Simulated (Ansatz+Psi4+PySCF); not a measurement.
A calculation with PySCF 2.14.0.

```python
from pyscf import gto, scf, mp

mol = gto.M(atom="""
O 0.119260 0.000000 -3.000000
H -0.477050 0.763240 -3.000000
H -0.477050 -0.763240 -3.000000
O -0.119260 0.000000 3.000000
H 0.495520 -0.786880 3.000000
H 0.477050 0.763240 3.000000
""", basis='cc-pvtz', charge=1, spin=1)
mf = scf.UHF(mol)
mf.kernel()
pt = mp.MP2(mf, frozen=2).run()
print(mf.e_tot, pt.e_corr, pt.e_tot)
```

The script is written out from the run's settings.

Results

```json
{
 "Converged": "yes",
 "Reference energy": "-151.71470 hartree",
 "Correlation energy": "-0.46055 hartree",
 "Total energy": "-152.17525 hartree",
 "Spin squared of the determinant": "0.757"
}
```

Messages of the program:
```
WARN: HOMO -0.472026850356743 >= LUMO -0.472026850356743
WARN: HOMO -0.472026850356743 >= LUMO -0.472026850356743
```

Caution: MP2 on this radical cation hangs on the determinant chosen.
